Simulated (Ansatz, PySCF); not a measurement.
## How the band gap of rock-salt MgS moves with the method

No measured value is used here.

```csv
level (code),value (eV)
LDA (Ansatz),2.56 (indirect)
PBE (Ansatz),2.79 (indirect)
Hartree–Fock (PySCF),10.47 ± 0.1
G0W0@PBE (PySCF),4.47 ± 0.08
```

Computed values are for a static lattice.  A ± on a computed value is a rough bar: the spread of its extrapolation, a floor set from checks against published values, or a statistical error. Values are at the measured cell. Ansatz's density-functional and Hartree–Fock values are scalar-relativistic unless marked +SOC, with PAW data made under PBE.

Ansatz is an electronic-structure program.
